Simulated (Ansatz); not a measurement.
Relaxation of CH₄BCl (7 atoms, charge 0, multiplicity 1), to a largest force component of 0.02 eV/Å in at most 40 steps.

Method: RKS B3LYP-D4/def2-SVP in Ansatz 0.2.0.

```xyz
7
Properties=species:S:1:pos:R:3:forces:R:3
B 0.000 0.000 0.000 1.27 -0.07 0.93
Cl 0.000 0.000 1.860 -0.12 -0.01 -1.82
C 1.386 0.000 -0.800 -0.77 0.50 0.76
H 1.715 -1.046 -0.970 0.00 0.19 -0.01
H 1.249 0.508 -1.777 0.12 -0.27 0.16
H 2.155 0.538 -0.208 0.00 -0.30 -0.25
H -1.030 0.000 -0.595 -0.50 -0.04 0.22
```

Question: Where does it end, and by what steps?

Answer: The run converged. The force dipped under the threshold on the way, but the program's further checks kept it going. After 13 steps the energy has fallen by 0.167 eV; Cl2 moved furthest, 0.34 Å.

| step | energy less start (eV) | largest force component (eV/Å) | accepted |
| --- | --- | --- | --- |
| 0 | 0.0000 | 1.824 | yes |
| 1 | -0.1304 | 0.843 | yes |
| 2 | -0.1553 | 0.247 | yes |
| 3 | -0.1539 | 0.346 | no |
| 4 | -0.1603 | 0.059 | yes |
| 5 | -0.1633 | 0.068 | yes |
| 6 | -0.1657 | 0.015 | yes |
| 7 | -0.1660 | 0.094 | yes |
| 8 | -0.1663 | 0.079 | yes |
| 9 | -0.1668 | 0.010 | yes |
| 10 | -0.1669 | 0.033 | yes |
| 11 | -0.1648 | 0.150 | no |
| 12 | -0.1671 | 0.013 | yes |
| 13 | -0.1671 | 0.010 | yes |

```xyz
7
Properties=species:S:1:pos:R:3
B 0.036 -0.038 0.019
Cl -0.064 0.316 1.743
C 1.386 0.014 -0.756
H 1.575 -0.976 -1.212
H 1.288 0.708 -1.612
H 2.258 0.304 -0.154
H -1.004 -0.327 -0.518
```

Whether the end is a true minimum wasn't checked by a vibrational analysis.

Run time: 21 s on 1 thread of Arm Neoverse V2, on a shared host, peak memory 0.13 GiB.
